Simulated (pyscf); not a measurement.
Elementary routes open to H₂B–OH + silane (SiH₄) in the gas phase (singlet surface):
A. borane (BH₃) + silanol (HO–SiH₃) (B–O, H–Si broken; B–H, O–Si formed)
B. H₂B–SiH₃ + water (H₂O) (B–O, H–Si broken; B–Si, H–O formed)

PySCF, gas phase, ωB97X-D3(BJ)/def2-SVP geometries. Correlated levels are frozen-core, on RHF or UHF. ΔMP2 is the change of the MP2 total energy from the triple- to the quadruple-zeta basis.

Rank the routes by free-energy barrier at 900 K, lowest first, for CCSD(T)/def2-TZVPP + ΔMP2(QZVPP) energies (ideal gas, 1 atm, RRHO with modes under 100 cm⁻¹ raised to 100, one conformer, R ln 2 for chiral ones without a mode under 150 cm⁻¹).

A (212.0 kJ/mol), B (325.6 kJ/mol)

Route A is the fastest of these, ahead of the next by 113.6 kJ/mol. The most stable products are those of A (ΔG = +50.8 kJ/mol), so kinetics and thermodynamics agree. At 298 K A is still the fastest. A: On the product side the descent ends in an adduct with a B–O contact, 67.2 kJ/mol under the separated species and 61.6 kJ/mol under the saddle at ωB97X-D3(BJ)/def2-TZVP. B: On the product side the descent ends in an adduct with a B–O contact, 74.4 kJ/mol under the separated species and 103.9 kJ/mol under the saddle at ωB97X-D3(BJ)/def2-TZVP. Only these routes are compared; each barrier is that of the saddle found, and lower ones may exist. The CCSD(T) − MP2 part came from Ansatz, without density fitting, on the same reference.
